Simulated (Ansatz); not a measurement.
**CH6Si: molecular dynamics**

Aim: follow the molecule's vibrations and see whether its bonds hold. The start is relaxed first. Runs: 300 steps of 0.5 fs under a Langevin thermostat at 1000 K. SMILES of the start: C[SiH3].

Method: RKS r2SCANh/6-31G*, in Ansatz 0.2.0.

### 1 Starting point

Bond lengths: Si1–C2 1.870 Å, C2–H3 1.110 Å, C2–H4 1.110 Å, C2–H5 1.110 Å, Si1–H6 1.460 Å, Si1–H7 1.459 Å, Si1–H8 1.459 Å. Angles: Si1–C2–H3 109.5°, Si1–C2–H4 109.5°, Si1–C2–H5 109.5°, H3–C2–H4 109.4°, H3–C2–H5 109.4°, H4–C2–H5 109.4°, C2–Si1–H6 109.5°, C2–Si1–H7 109.5°, C2–Si1–H8 109.5°, H6–Si1–H7 109.5°, H6–Si1–H8 109.5°, H7–Si1–H8 109.5°.

As a file:

```xyz
8

Si    0.0000    0.0000    0.0000
C     0.0000    0.0000    1.8700
H    -0.9996   -0.3092    2.2405
H     0.7676   -0.7111    2.2405
H     0.2320    1.0203    2.2405
H     1.3768    0.0000   -0.4862
H    -0.6877    1.1914   -0.4862
H    -0.6877   -1.1914   -0.4862
```

### 2 Preparing the start

input.yaml reads:

```yaml
crystal:
  periodic: [false, false, false]
  atoms:
    - { symbol: Si, position_ang: [0.0, 0.0, 0.0] }
    - { symbol: C, position_ang: [0.0, 0.0, 1.87] }
    - { symbol: H, position_ang: [-0.9996, -0.3092, 2.2405] }
    - { symbol: H, position_ang: [0.7676, -0.7111, 2.2405] }
    - { symbol: H, position_ang: [0.232, 1.0203, 2.2405] }
    - { symbol: H, position_ang: [1.3768, 0.0, -0.4862] }
    - { symbol: H, position_ang: [-0.6877, 1.1914, -0.4862] }
    - { symbol: H, position_ang: [-0.6877, -1.1914, -0.4862] }
basis:
  gaussian: { orbitals: "6-31G*" }
hamiltonian:
  xc: r2scanh
relax:
  f_tol: 0.02
  max_steps: 40
output:
  orbitals: {}
```

On the command line:

```
> ansatz run input.yaml --threads 1 --pin off --max-ram 2048MiB --backend cpu --events-out ev --progress --plain --runs-dir out
```

The log of the run, shortened:

```text
Warning: RAYON_NUM_THREADS=1 ignored (pool sized by the plan → 1); use --threads N
[...]
Functional definition: r2SCANh
[...]
540 factors; integrals over basis functions are off by at most 7.0e-4 eV
[...]
mean field -9010.22184096 eV, -331.1195453076 hartree, gradient 1.5e-5 eV, S^2 0.000000; 0 other end points of the search recorded, 0 dependent functions left out
[...]
reference -9010.22184850 eV, -331.1195455846 hartree; 13, 13 occupied and 33, 33 virtual orbitals, 540 factors
relax step   1: F+E_penalty+E_count = -9010.22184096 eV  Δ(F+E_penalty+E_count) = +0.000e0 eV  max|allowed force component| = 5.754e-1 eV/Å  Δτ_max = 0.0000 Å  (20 SCF iters, accepted)
[...]
relax step   6: F+E_penalty+E_count = -9010.28940405 eV  Δ(F+E_penalty+E_count) = -5.791e-4 eV  max|allowed force component| = 1.105e-2 eV/Å  Δτ_max = 0.0205 Å  (21 SCF iters, accepted)
[...]
relax step   7: F+E_penalty+E_count = -9010.28970434 eV  Δ(F+E_penalty+E_count) = -3.003e-4 eV  max|allowed force component| = 1.475e-2 eV/Å  Δτ_max = 0.0318 Å  (20 SCF iters, accepted)
540 factors; integrals over basis functions are off by at most 7.2e-4 eV
mean field -9010.28970434 eV, -331.1220392408 hartree, gradient 7.9e-5 eV, S^2 0.000000; 1 other end points of the search recorded, 0 dependent functions left out
[...]
reference -9010.28971190 eV, -331.1220395185 hartree; 13, 13 occupied and 33, 33 virtual orbitals, 540 factors
Total energy: -9010.28971190 eV, -331.1220395185 hartree
Atom 0 at     0.000428    -0.000012     0.003686 Å, force    -0.001865     0.000348    -0.005078 eV/Å
Atom 1 at     0.000080    -0.000004     1.882554 Å, force     0.000230    -0.000076     0.011997 eV/Å
Atom 2 at    -1.016393    -0.105938     2.274561 Å, force     0.014746     0.001338    -0.003527 eV/Å
Atom 3 at     0.599965    -0.827266     2.274820 Å, force    -0.008383     0.011970    -0.003084 eV/Å
Atom 4 at     0.416472     0.933200     2.274774 Å, force    -0.006077    -0.013237    -0.003105 eV/Å
Atom 5 at     1.383895     0.147180    -0.525672 Å, force    -0.003684    -0.000766     0.000904 eV/Å
Atom 6 at    -0.818882     1.124301    -0.525926 Å, force     0.002813    -0.001922     0.001021 eV/Å
Atom 7 at    -0.564165    -1.271462    -0.525896 Å, force     0.002220     0.002345     0.000871 eV/Å
Dipole moment:     0.000134    -0.000013     0.177200 e Å
```

It took 22 s on 1 thread of Intel Xeon Platinum 8259CL at 2.50GHz (Skylake/Cascade Lake), shared host; peak memory 0.13 GiB.

Relaxation path:

```csv
step,energy from step 1 (eV),largest force component (eV/Å)
1,0.0000,0.5754
2,-0.0569,0.1792
3,-0.0626,0.0417
4,-0.0670,0.0330
5x,-0.0646,0.3559
6,-0.0676,0.0110
7,-0.0679,0.0147
```

Step 1 is the start. 1 step was tried and not accepted (marked x).

After: Bond lengths: Si1–C2 1.879 Å, C2–H3 1.095 Å, C2–H4 1.095 Å, C2–H5 1.095 Å, Si1–H6 1.489 Å, Si1–H7 1.489 Å, Si1–H8 1.489 Å. Angles: Si1–C2–H3 111.0°, Si1–C2–H4 111.0°, Si1–C2–H5 111.0°, H3–C2–H4 107.9°, H3–C2–H5 107.9°, H4–C2–H5 107.9°, C2–Si1–H6 110.8°, C2–Si1–H7 110.8°, C2–Si1–H8 110.8°, H6–Si1–H7 108.1°, H6–Si1–H8 108.1°, H7–Si1–H8 108.0°.

### 3 The run

300 steps of 0.5 fs under a Langevin thermostat at 1000 K, from the relaxed start.

input.yaml reads:

```yaml
crystal:
  periodic: [false, false, false]
  atoms:
    - { symbol: Si, position_ang: [0.000428, -1.2e-05, 0.003686] }
    - { symbol: C, position_ang: [8.0e-05, -4.0e-06, 1.882554] }
    - { symbol: H, position_ang: [-1.016393, -0.105938, 2.274561] }
    - { symbol: H, position_ang: [0.599965, -0.827266, 2.27482] }
    - { symbol: H, position_ang: [0.416472, 0.9332, 2.274774] }
    - { symbol: H, position_ang: [1.383895, 0.14718, -0.525672] }
    - { symbol: H, position_ang: [-0.818882, 1.124301, -0.525926] }
    - { symbol: H, position_ang: [-0.564165, -1.271462, -0.525896] }
basis:
  gaussian: { orbitals: "6-31G*" }
hamiltonian:
  xc: r2scanh
md:
  timestep: 0.5
  n_steps: 300
  ensemble: nvt_langevin
  temperature: 1000.0
  initial_velocities: maxwell_boltzmann
  seed: 405639
  friction: 0.005
```

On the command line:

```
> ansatz run input.yaml --threads 1 --pin off --max-ram 2048MiB --backend cpu --events-out ev --progress --plain --runs-dir out
```

The log of the run, shortened:

```text
Warning: RAYON_NUM_THREADS=1 ignored (pool sized by the plan → 1); use --threads N
[...]
[... 1 set-up line as earlier in the session ...]
[...]
540 factors; integrals over basis functions are off by at most 7.2e-4 eV
[...]
mean field -9010.28970586 eV, -331.1220392967 hartree, gradient 1.3e-5 eV, S^2 0.000000; 0 other end points of the search recorded, 0 dependent functions left out
[...]
reference -9010.28971342 eV, -331.1220395745 hartree; 13, 13 occupied and 33, 33 virtual orbitals, 540 factors
md step     0: t =     0.00 fs  T =   875.0 K  F+E_penalty+E_count = -9010.28970586 eV  E_kin = 0.904820 eV  (21 SCF iters)
[...]
md step    22: t =    11.00 fs  T =   361.4 K  F+E_penalty+E_count = -9009.58401264 eV  E_kin = 0.373725 eV  (25 SCF iters)
[...]
md step    44: t =    22.00 fs  T =   666.6 K  F+E_penalty+E_count = -9009.92859008 eV  E_kin = 0.689322 eV  (22 SCF iters)
[...]
md step    66: t =    33.00 fs  T =   683.9 K  F+E_penalty+E_count = -9009.89861490 eV  E_kin = 0.707209 eV  (23 SCF iters)
[...]
md step    87: t =    43.50 fs  T =   352.8 K  F+E_penalty+E_count = -9009.62880978 eV  E_kin = 0.364787 eV  (22 SCF iters)
md step    88: t =    44.00 fs  T =   289.2 K  F+E_penalty+E_count = -9009.59626517 eV  E_kin = 0.299046 eV  (22 SCF iters)
```

### 4 The output, continued: dynamics from the start

Output, continued, shortened:

```text
md step    89: t =    44.50 fs  T =   276.4 K  F+E_penalty+E_count = -9009.57832848 eV  E_kin = 0.285871 eV  (22 SCF iters)
[...]
md step   118: t =    59.00 fs  T =   457.8 K  F+E_penalty+E_count = -9009.89573278 eV  E_kin = 0.473445 eV  (23 SCF iters)
[...]
md step   147: t =    73.50 fs  T =   485.0 K  F+E_penalty+E_count = -9009.87128625 eV  E_kin = 0.501579 eV  (22 SCF iters)
[...]
md step   176: t =    88.00 fs  T =   633.1 K  F+E_penalty+E_count = -9010.08110638 eV  E_kin = 0.654629 eV  (25 SCF iters)
[...]
md step   205: t =   102.50 fs  T =   723.1 K  F+E_penalty+E_count = -9009.99572014 eV  E_kin = 0.747744 eV  (25 SCF iters)
md step   206: t =   103.00 fs  T =   694.0 K  F+E_penalty+E_count = -9009.96017649 eV  E_kin = 0.717703 eV  (21 SCF iters)
```

### 5 The log goes on: dynamics from the start

Output, continued, shortened:

```text
md step   207: t =   103.50 fs  T =   707.9 K  F+E_penalty+E_count = -9009.92309750 eV  E_kin = 0.732012 eV  (22 SCF iters)
[...]
md step   230: t =   115.00 fs  T =   648.5 K  F+E_penalty+E_count = -9009.84256232 eV  E_kin = 0.670618 eV  (22 SCF iters)
[...]
md step   253: t =   126.50 fs  T =   458.1 K  F+E_penalty+E_count = -9009.67248078 eV  E_kin = 0.473727 eV  (23 SCF iters)
[...]
md step   276: t =   138.00 fs  T =   832.6 K  F+E_penalty+E_count = -9009.80411301 eV  E_kin = 0.861002 eV  (25 SCF iters)
[...]
md step   299: t =   149.50 fs  T =   748.4 K  F+E_penalty+E_count = -9009.79331967 eV  E_kin = 0.773854 eV  (23 SCF iters)
[...]
md step   300: t =   150.00 fs  T =   770.7 K  F+E_penalty+E_count = -9009.79077923 eV  E_kin = 0.796932 eV  (22 SCF iters)
Total energy: -9009.79078677 eV, -331.1037043584 hartree
Atom 0 at    -0.166501    -0.238484    -0.446989 Å, force     0.495630    -1.483293     1.110999 eV/Å
Atom 1 at     0.078545    -0.262173     1.444088 Å, force     0.119981    -1.054212    -0.027533 eV/Å
Atom 2 at     0.461041     0.636635     1.860390 Å, force    -0.274805     1.628392     0.071675 eV/Å
Atom 3 at    -0.775800    -0.599304     2.051980 Å, force     0.137224     0.122365    -0.362884 eV/Å
Atom 4 at     0.924528    -0.867759     1.731387 Å, force     0.240534    -1.102670    -0.097966 eV/Å
Atom 5 at     0.161691     1.060512    -0.829155 Å, force    -0.172558     2.199910    -0.765232 eV/Å
Atom 6 at    -1.549284    -0.709178    -0.695639 Å, force     0.012352     0.066499    -0.410410 eV/Å
Atom 7 at     0.904183    -0.930739    -1.273720 Å, force    -0.558358    -0.376991     0.481351 eV/Å
Dipole moment:    -0.000123    -0.014674     0.139324 e Å
```

It took 12 min on 1 thread of Intel Xeon Platinum 8259CL at 2.50GHz (Skylake/Cascade Lake), shared host; peak memory 0.12 GiB.

### 6 What the atoms did

The trajectory, every 16 steps (energies from step 0):

```csv
time (fs),T (K),potential energy change (meV/atom)
0.0,875,0.0
8.0,193,105.9
16.0,737,37.9
24.0,442,77.4
32.0,631,56.6
40.0,490,64.5
48.0,402,78.6
56.0,541,38.6
64.0,362,61.3
72.0,499,48.0
80.0,481,50.9
88.0,633,26.1
96.0,419,76.9
104.0,641,49.7
112.0,562,70.3
120.0,655,55.1
128.0,534,69.3
136.0,767,61.8
144.0,675,72.6
150.0,771,62.4
```

time (fs), T (K) and a bar:
```
      0.0        875 ##############################
      6.5        280 
     13.0        516 ############
     19.5        624 #################
     26.0        362 ####
     32.5        672 ####################
     39.0        537 #############
     45.5        306 #
     52.0        510 ############
     58.5        506 ###########
     65.0        353 ####
     71.5        496 ###########
     78.5        536 #############
     85.0        537 #############
     91.5        590 ################
     98.0        557 ##############
    104.5        634 ##################
    111.0        537 #############
    117.5        707 ######################
    124.0        507 ###########
    130.5        554 ##############
    137.0        819 ###########################
    143.5        639 ##################
    150.0        771 #########################
```

Maxima of the velocity power spectrum (cm⁻¹, relative height; resolution about 440 cm⁻¹): 950 (100), 1390 (34), 2220 (31).

### 7 Snapshots as a file

Positions (Å) and forces (eV/Å):

```xyz
8
time_fs=19.0 T=648 dE=0.4504
Si   -0.014   -0.025    0.002    0.320    1.353   -0.557
C     0.038    0.026    1.870   -0.581    2.495    3.089
H    -0.954    0.319    2.414    1.244   -1.192   -1.214
H     0.444   -0.902    2.305   -0.359    0.116   -0.147
H     0.674    0.880    2.398   -0.670   -1.567   -1.731
H     1.395    0.322   -0.450   -0.533   -0.267   -0.070
H    -0.977    0.956   -0.705    0.572   -0.436    0.666
H    -0.422   -1.337   -0.500    0.006   -0.501   -0.036
8
time_fs=37.5 T=637 dE=0.3867
Si   -0.002   -0.012    0.012    1.207    0.454   -0.200
C     0.006    0.014    1.914    2.049    0.957   -0.973
H    -0.803    0.623    2.277   -0.894   -0.555    0.392
H     0.162   -1.002    2.233   -0.678   -0.400    0.768
H     0.887    0.570    2.286   -0.022   -0.219   -0.237
H     1.339    0.389   -0.757   -1.233   -0.342    0.929
H    -1.037    0.973   -0.329   -0.255    0.089   -0.521
H    -0.319   -1.391   -0.433   -0.173    0.016   -0.158
8
time_fs=56.0 T=541 dE=0.3086
Si   -0.012   -0.020    0.006    0.320   -1.695    0.309
C     0.079   -0.053    1.920   -1.827   -0.315   -0.907
H    -0.696    0.716    2.156    0.672   -0.559    0.601
H    -0.242   -1.058    2.302    0.095    0.935   -0.364
H     1.025    0.166    2.352    0.844    0.517    0.383
H     1.225    0.401   -0.717    0.012   -0.209    0.140
H    -1.067    0.808   -0.520   -0.664    0.808   -0.057
H    -0.507   -1.414   -0.385    0.547    0.517   -0.105
8
time_fs=75.0 T=480 dE=0.4077
Si   -0.042   -0.052   -0.029   -1.240   -0.969   -0.199
C     0.066   -0.055    1.811    0.053   -1.276    1.518
H    -0.378    0.774    2.367    0.478    0.593   -0.427
H    -0.464   -0.890    2.320    0.285   -0.054   -0.642
H     1.135   -0.205    2.055   -0.436    0.354    0.274
H     1.179    0.374   -0.578    1.546    1.087   -0.621
H    -1.151    0.876   -0.399   -0.010   -0.333   -0.393
H    -0.009   -1.450   -0.673   -0.676    0.598    0.490
8
time_fs=94.0 T=444 dE=0.5184
Si   -0.045   -0.080   -0.131   -1.068    0.526   -0.992
C     0.122   -0.092    1.747   -0.302   -0.287    1.021
H    -0.134    0.842    2.257    0.880    0.641   -0.485
H    -0.623   -0.664    2.294   -0.369   -1.028   -0.464
H     1.095   -0.510    2.114   -0.532    0.662   -0.461
H     0.976    0.936   -0.654   -0.236   -0.894    0.044
H    -1.371    0.385   -0.838    0.810    0.036    1.099
H    -0.132   -1.479   -0.706    0.817    0.342    0.238
8
time_fs=112.5 T=523 dE=0.5542
Si   -0.061   -0.131   -0.249    0.075    2.181    0.919
C     0.084   -0.195    1.654    0.720    0.958   -0.768
H     0.159    0.918    1.903   -0.138   -1.602    0.375
H    -0.769   -0.704    2.131    0.294    0.407   -0.104
H     1.022   -0.734    1.878   -0.298    0.448    0.404
H     0.818    1.035   -0.861   -0.960   -0.755    0.663
H    -1.542    0.211   -0.347    0.562   -0.459   -0.824
H     0.640   -1.241   -0.832   -0.255   -1.177   -0.664
8
time_fs=131.0 T=592 dE=0.5508
Si   -0.087   -0.159   -0.335    1.446   -0.716    0.374
C     0.101   -0.223    1.547   -1.367   -1.208   -1.776
H     0.312    0.733    1.905   -0.376    1.877    0.992
H    -0.859   -0.682    1.823    0.190    0.571    0.722
H     0.876   -0.830    1.923    1.072   -1.112    0.138
H     0.204    1.176   -0.879    0.534    0.144   -0.254
H    -1.379   -0.427   -0.809   -2.152   -0.055   -0.150
H     0.502   -1.388   -0.968    0.654    0.498   -0.047
8
time_fs=150.0 T=771 dE=0.4989
Si   -0.167   -0.238   -0.447    0.496   -1.483    1.111
C     0.079   -0.262    1.444    0.120   -1.054   -0.028
H     0.461    0.637    1.860   -0.275    1.628    0.072
H    -0.776   -0.599    2.052    0.137    0.122   -0.363
H     0.924   -0.868    1.731    0.240   -1.103   -0.098
H     0.162    1.060   -0.829   -0.173    2.200   -0.765
H    -1.549   -0.709   -0.696    0.012    0.067   -0.410
H     0.904   -0.931   -1.274   -0.558   -0.377    0.481
```

### 8 Results

| quantity | value |
| --- | --- |
| relaxation of the start | 5 moves, 0.068 eV lower |
| length | 300 steps of 0.5 fs |
| temperature, first and last step | 875 and 771 K |
| temperature, second half | mean 594 K, from 335 to 871 K |
| potential energy, second half | +60 meV/atom from the start |
| bonds formed or broken | 0 |

**Reading.** Against a set 1000 K the second half averages 594 K with a spread of 107 K; 60 meV/atom has gone into potential energy, and a thermostat that acts over some 200 fs has not made it up in 150 fs. The bonds all hold. 150 fs on 8 atoms is far too short and small for converged averages. The nuclei move classically, without zero-point motion, which matters most for hydrogen.
